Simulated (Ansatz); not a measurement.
**AlBH₃ radical: single points off equilibrium**

The atoms stand at a structure displaced at random from a GFN2-xTB minimum. How far do the functionals agree with CCSD(T) there?

Program: Ansatz 0.2.0, Gaussian basis. Level of theory: single points in def2-TZVPP. These are calculated values, not measurements.

Correlated methods freeze the cores. Orbitals are unrestricted.

## Step 1: Where the work starts

5 atoms, charge 0, spin multiplicity 2.

Atoms are counted from 1 here; the program's logs count them from 0.

Bond lengths: B1–Al2 2.005 Å, B1–H3 1.191 Å, B1–H4 1.229 Å, Al2–H5 1.678 Å. Angles: Al2–B1–H3 117.9°, Al2–B1–H4 118.2°, H3–B1–H4 123.9°, B1–Al2–H5 179.4°.

Coordinates:

```xyz
5

B    -0.24140   -0.85840    0.20250
Al    0.29300    1.02570   -0.22770
H    -1.26870   -1.02720    0.78120
H     0.51050   -1.76830   -0.14090
H     0.74100    2.59840   -0.60610
```

## Step 2: CCSD(T)/def2-TZVPP

File run/in.yaml:

```yaml
crystal:
  periodic: [false, false, false]
  atoms:
    - {symbol: B, position_ang: [-0.241400, -0.858400, 0.202500]}
    - {symbol: Al, position_ang: [0.293000, 1.025700, -0.227700]}
    - {symbol: H, position_ang: [-1.268700, -1.027200, 0.781200]}
    - {symbol: H, position_ang: [0.510500, -1.768300, -0.140900]}
    - {symbol: H, position_ang: [0.741000, 2.598400, -0.606100]}
basis:
  gaussian: {orbitals: def2-TZVPP}
magnetization: {spin_polarized: true, initial_magnetization: 1}
correlation: {method: ccsd_t}
scf: {omitted_lower_state_checks: [cluster_reference]}
output: {forces: true}
```

No record of the launch command was kept for these runs.

## Step 3: PBE0-D4/def2-TZVPP

Edit run/in.yaml of step 2 so:

```diff
@@ -11,4 +11,3 @@
 magnetization: {spin_polarized: true, initial_magnetization: 1}
-correlation: {method: ccsd_t}
-scf: {omitted_lower_state_checks: [cluster_reference]}
-output: {forces: true}
+hamiltonian: {xc: pbe0, dispersion: d4}
+output: {forces: true, orbitals: {seedname: orbitals}}
```

## Step 4: wB97M-V/def2-TZVPP

Edit run/in.yaml of step 3 so:

```diff
@@ -11,3 +11,3 @@
 magnetization: {spin_polarized: true, initial_magnetization: 1}
-hamiltonian: {xc: pbe0, dispersion: d4}
-output: {forces: true, orbitals: {seedname: orbitals}}
+hamiltonian: {xc: {name: wB97M-V}}
+output: {forces: true}
```

## Step 5: r2SCAN-D4/def2-TZVPP

Edit run/in.yaml of step 4 so:

```diff
@@ -11,3 +11,3 @@
 magnetization: {spin_polarized: true, initial_magnetization: 1}
-hamiltonian: {xc: {name: wB97M-V}}
+hamiltonian: {xc: r2scan, dispersion: d4}
 output: {forces: true}
```

## Step 6: PBE-D4/def2-TZVPP

Edit run/in.yaml of step 5 so:

```diff
@@ -11,3 +11,3 @@
 magnetization: {spin_polarized: true, initial_magnetization: 1}
-hamiltonian: {xc: r2scan, dispersion: d4}
+hamiltonian: {xc: pbe, dispersion: d4}
 output: {forces: true}
```

## Step 7: SPW92/def2-TZVPP

Edit run/in.yaml of step 6 so:

```diff
@@ -11,3 +11,3 @@
 magnetization: {spin_polarized: true, initial_magnetization: 1}
-hamiltonian: {xc: pbe, dispersion: d4}
+hamiltonian: {xc: lda}
 output: {forces: true}
```

## Step 8: CAM-B3LYP-D4/def2-TZVPP

Edit run/in.yaml of step 7 so:

```diff
@@ -11,3 +11,3 @@
 magnetization: {spin_polarized: true, initial_magnetization: 1}
-hamiltonian: {xc: lda}
+hamiltonian: {xc: {name: CAM-B3LYP}, dispersion: d4}
 output: {forces: true}
```

(Steps that only read results are left out.)

What does the calculation give? Wanted: energy less free atoms, CCSD(T)/def2-TZVPP; RMS force component; RMS force error; HOMO and LUMO, PBE0-D4; T1 diagnostic.

The runs gave:

| quantity | value |
| --- | --- |
| energy less free atoms, CCSD(T)/def2-TZVPP | -1203.2 kJ/mol |
| RMS force component | 0.359 to 0.481 eV/Å over the methods |
| RMS force error | PBE0-D4 0.075, wB97M-V 0.088, r2SCAN-D4 0.072, PBE-D4 0.118, SPW92 0.211, CAM-B3LYP-D4 0.104 eV/Å |
| HOMO and LUMO, PBE0-D4 | -5.30 and -2.39 eV |
| T1 diagnostic | 0.022 |

What this shows: Against CCSD(T) the functionals' energies less atoms differ by -189.0 to -37.6 kJ/mol, PBE-D4 by -55.5 kJ/mol. The reference is not at the basis limit: in triple zeta CCSD(T) underbinds, which counts against methods that bind more; the gaps are no ranking. On forces the order runs from r2SCAN-D4 to SPW92. Frozen-core CCSD(T) forces in triple zeta carry basis errors of their own, and this is one geometry, so small gaps rank nothing.
